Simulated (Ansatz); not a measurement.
A made-up structure of SiH2ClO, doublet:

```json
{"atom": "O1", "x (Å)": "-0.8061", "y (Å)": "-0.4320", "z (Å)": "-0.7465"}
{"atom": "Si2", "x (Å)": "-0.0923", "y (Å)": "0.4798", "z (Å)": "0.4140"}
{"atom": "Cl3", "x (Å)": "1.6065", "y (Å)": "-0.4408", "z (Å)": "1.1436"}
{"atom": "H4", "x (Å)": "-1.0241", "y (Å)": "-1.3432", "z (Å)": "-0.5400"}
{"atom": "H5", "x (Å)": "2.5432", "y (Å)": "-0.9884", "z (Å)": "1.9129"}
```

It is relaxed with PBE-D4/def2-SVP and then PBE0-D4/def2-TZVP (Ansatz 0.2.0). Atoms count as bonded within 1.22 times the sum of their covalent radii (H–H: 0.88 Å). The end point is not checked to be a true minimum.

Problem. Does its bonding change? (A judgement: the text doesn't fix the answer.)

Solution. By the calculation: Yes. Formed: Si2–H5; broken: Cl3–H5.

Where it ends: The first stage lowers the energy by 3.68 eV in 55 steps. It ends as SiH₂ClO ([OH][SiH][Cl]):
O1  (-0.515, -1.013, -0.066)
Si2  (0.461, -0.013, 0.791)
Cl3  (2.443, -0.278, 0.271)
H4  (-0.456, -0.996, -1.024)
H5  (0.294, -0.424, 2.211)
(Å)

Labels in which every atom is bracketed show which atoms are joined, not bond orders.

For scale, one of the runs: PBE0-D4/def2-TZVP relaxation, 117 basis functions, launched by `ansatz run in.yaml --threads 2 --pin off --events-out ev --progress --plain --max-ram 4352MiB`. Hardware: 2 CPU threads of an Arm Neoverse V2, shared host. Wall time about 22 s.
